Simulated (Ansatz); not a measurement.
Task: harmonic frequencies at the relaxed geometry of C3H5FO, SMILES FCC1CO1, with Ansatz's Python interface. Give the script and its output. Level of theory (for the species named): PBE0, def2-SVP basis, multiplicity 1.

`freq_c3h5fo.py`:
```python
import ansatz
import numpy as np
from rdkit import Chem
from rdkit.Chem import AllChem

rd = Chem.AddHs(Chem.MolFromSmiles("FCC1CO1"))
AllChem.EmbedMolecule(rd, randomSeed=508)
AllChem.UFFOptimizeMolecule(rd)
system = ansatz.Crystal.molecule()
for atom, xyz in zip(rd.GetAtoms(), rd.GetConformer().GetPositions()):
    system = system.atom(atom.GetSymbol(), xyz.round(5).tolist())

job = (
    system.calculation()
    .basis(gaussian="def2-SVP")
    .functional("pbe0")
)
symbols = [site.symbol for site in system.cartesian_sites]
start = np.array([site.position_ang for site in system.cartesian_sites], dtype=float)
report = job.relax(force_tolerance=0.003, max_steps=100).run().report
end = np.array(report["positions_ang"])

print("final positions (A) and the move of each atom")
for symbol, xyz, old in zip(symbols, end, start):
    print(f"{symbol:2s} {xyz[0]:10.5f} {xyz[1]:10.5f} {xyz[2]:10.5f}   {np.linalg.norm(xyz - old):7.4f}")

minimum = ansatz.Crystal.molecule()
for symbol, place in zip(symbols, end):
    minimum = minimum.atom(symbol, place.tolist())
vibrating = (
    minimum.calculation()
    .basis(gaussian="def2-SVP")
    .functional("pbe0")
    .phonons(temperatures=(100, 500, 100))
)
vib = vibrating.run().report["vibrations"]
sums = vib["harmonic_sums"]
modes = [m["omega_inv_cm"] for m in sums["modes_at_gamma"] if m["rigid_motion"] == "no"]
for number, w in enumerate(modes, start=1):
    print(f"mode {number:2d} {w:9.1f} 1/cm {w / 8065.544 * 1000:8.2f} meV")
print("imaginary modes:", sum(w < 0 for w in modes), " zero-point energy:", round(sums["zero_point_energy_ev"], 4), "eV")
print("T (K)   F_vib (eV)   S_vib (meV/K)   C_vib (meV/K)")
for row in zip(sums["temperatures_k"], sums["vibrational_free_energy_ev"], vib["entropy_ev_per_k"], vib["heat_capacity_ev_per_k"]):
    print(f"{row[0]:6.1f} {row[1]:11.4f} {1000 * row[2]:13.4f} {1000 * row[3]:15.4f}")
```

Output of `python freq_c3h5fo.py`:
```text
final positions (A) and the move of each atom
F    -1.82454    0.62740   -0.92592    0.1000
C    -1.21042   -0.24943   -0.06989    0.0224
C     0.08094    0.33471    0.42681    0.0500
C     1.34895    0.05531   -0.24515    0.0548
O     0.99654   -0.59490    0.95695    0.0481
H    -1.00926   -1.20087   -0.59088    0.0550
H    -1.88946   -0.45320    0.77613    0.0370
H    -0.01797    1.27438    0.98960    0.1307
H     2.16943    0.78015   -0.17236    0.0459
H     1.35581   -0.57354   -1.14529    0.0938
mode  1      82.6 1/cm    10.24 meV
mode  2     251.4 1/cm    31.17 meV
mode  3     386.7 1/cm    47.95 meV
mode  4     490.1 1/cm    60.77 meV
mode  5     864.9 1/cm   107.23 meV
mode  6     908.3 1/cm   112.62 meV
mode  7     948.5 1/cm   117.59 meV
mode  8    1028.8 1/cm   127.56 meV
mode  9    1114.6 1/cm   138.20 meV
mode 10    1132.2 1/cm   140.37 meV
mode 11    1152.6 1/cm   142.90 meV
mode 12    1170.7 1/cm   145.15 meV
mode 13    1186.4 1/cm   147.09 meV
mode 14    1254.9 1/cm   155.59 meV
mode 15    1288.8 1/cm   159.79 meV
mode 16    1397.5 1/cm   173.27 meV
mode 17    1465.4 1/cm   181.69 meV
mode 18    1493.6 1/cm   185.18 meV
mode 19    1549.4 1/cm   192.10 meV
mode 20    3060.7 1/cm   379.48 meV
mode 21    3105.5 1/cm   385.03 meV
mode 22    3120.0 1/cm   386.83 meV
mode 23    3138.3 1/cm   389.10 meV
mode 24    3207.7 1/cm   397.70 meV
imaginary modes: 0  zero-point energy: 2.1573 eV
T (K)   F_vib (eV)   S_vib (meV/K)   C_vib (meV/K)
 100.0      2.1539        0.0899          0.1228
 200.0      2.1386        0.2160          0.2595
 300.0      2.1103        0.3543          0.4449
 400.0      2.0671        0.5118          0.6601
 500.0      2.0075        0.6809          0.8578
```

The frequencies are harmonic and unscaled, in a modest basis. The result belongs to the one conformer reached from this start, and soft torsions count as harmonic oscillators. Timing: 5.5 min on 1 thread of Arm Neoverse N1 (shared host), peak memory 0.31 GiB.
